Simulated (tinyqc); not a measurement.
Starting guesses with plain Roothaan steps: SCF starting guesses in the sto-3g basis, for LiH, spin multiplicity 3. Computed by the program tinyqc with PySCF. UHF with one setting changed at a time; a run stops when the energy changes by less than 1e-09 hartree and the error matrix is below 1e-5. Starts: the lowest orbitals of the core Hamiltonian, of the Wolfsberg-Helmholz matrix (K = 1.75), projected atomic densities, random orbitals, and the highest orbitals of the core Hamiltonian (a deliberately bad start).

Geometry (angstrom):

| atom | x | y | z |
|---|---|---|---|
| Li | 0.0000 | 0.0000 | 0.0000 |
| H | 0.0000 | 0.0000 | 2.6210 |

lowest solution found by these runs and by PySCF with stability checks = -7.778215 hartree

Largest element of the error matrix X^T (FDS - SDF) X:

| iteration | core | Wolfsberg-Helmholz | atomic densities | random | highest core orbitals |
|---|---|---|---|---|---|
| 1 | 2.2e-01 | 1.8e-01 | 4.9e-02 | 1.0e+00 | 8.3e-02 |
| 2 | 9.0e-02 | 6.5e-02 | 1.2e-01 | 1.4e-01 | 1.2e-01 |
| 3 | 3.0e-02 | 2.3e-02 | 1.9e-02 | 2.9e-02 | 1.3e-02 |
| 4 | 9.8e-03 | 8.1e-03 | 3.6e-03 | 1.1e-02 | 4.4e-03 |
| 5 | 3.5e-03 | 3.0e-03 | 2.3e-03 | 9.0e-03 | 1.6e-03 |
| 6 | 2.2e-03 | 1.2e-03 | 1.5e-03 | 7.0e-03 | 5.8e-04 |
| 8 | 9.0e-04 | 1.9e-04 | 6.2e-04 | 4.1e-03 | 9.3e-05 |
| 10 | 3.9e-04 | 3.1e-05 | 2.7e-04 | 2.4e-03 | 1.5e-05 |
| 14 | 7.3e-05 | - | 5.1e-05 | 7.8e-04 | - |
| 20 | 6.0e-06 | - | - | 1.5e-04 | - |
| 30 | - | - | - | 9.4e-06 | - |

How each run ends:

| run | iterations | E (hartree) | state |
|---|---|---|---|
| core | 20 | -7.77821 | lowest found |
| Wolfsberg-Helmholz | 12 | -7.70555 | higher |
| atomic densities | 19 | -7.77821 | lowest found |
| random | 31 | -7.77821 | lowest found |
| highest core orbitals | 11 | -7.70555 | higher |

What does the comparison show, and why?

3 of 5 runs reach the lowest solution found, in 19 to 31 iterations (fastest: atomic densities). Ending on a higher stationary point: Wolfsberg-Helmholz, highest core orbitals; a small error matrix cannot reveal that, and an occupation fixed by the start is kept by symmetry or by the shape of the basin. The first errors are 2e-01, 2e-01, 5e-02, 1e+00, 8e-02.
